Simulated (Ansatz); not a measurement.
# Mixing energy, order and entropy in Ti₁₄Be₃Al₃

The calculation used DFT PBE, scalar-relativistic, plane waves, PAW in Ansatz.

Settings: cutoff 420 eV, Γ-centred mesh 5×5×5 on the computed 20-atom cell, Gaussian smearing of 0.10 eV; no spin polarisation.

Cells of 20 atoms on a hcp lattice, 3 Al, 3 Be, 14 Ti, each occupation relaxed without symmetry on a coarser mesh and computed once more. α is the first-shell Warren–Cowley parameter of unlike pairs (negative: unlike neighbours in excess, 0: random), given as its mean and root mean square over the pairs, since a mean near 0 can hide order that cancels. ΔH counts from the elements in their standard crystals.

| cell | mean α | rms α | ΔH (meV/atom) | V (Å³/atom) | rms shift from sites (Å) |
| --- | --- | --- | --- | --- | --- |
| 1 | 0.00 | 0.06 | -77 | 15.82 | 0.18 |
| 2 | -0.18 | 0.29 | -43 | 15.91 | 0.18 |
| 3 | 0.10 | 0.26 | -71 | 15.83 | 0.13 |

Question: Weigh the mixing energy against the ideal entropy.

Answer: Ideal mixing gives S = −k_B Σ x ln x = 0.819 k_B per atom (6.8 J/(mol K)), worth 71 meV/atom at 1000 K. The cell nearest to random, 1, has ΔH = -77 meV/atom. It is already below the pure elements, so the rivals are ordered compounds, not the elements: strong attraction usually means ordering on cooling. ΔH includes the cost of putting the elements on this lattice where they prefer another, and what the coarser relaxation leaves, which can only raise it; vibrational entropy is left out.

The final mesh leaves forces up to 0.17 eV/Å and stresses up to 0.4 GPa.

Cost: 6 runs of about 20 core-minutes in all (earlier runs that led there not counted), on AMD EPYC 7R13 Processor (Zen 3) (shared hosts).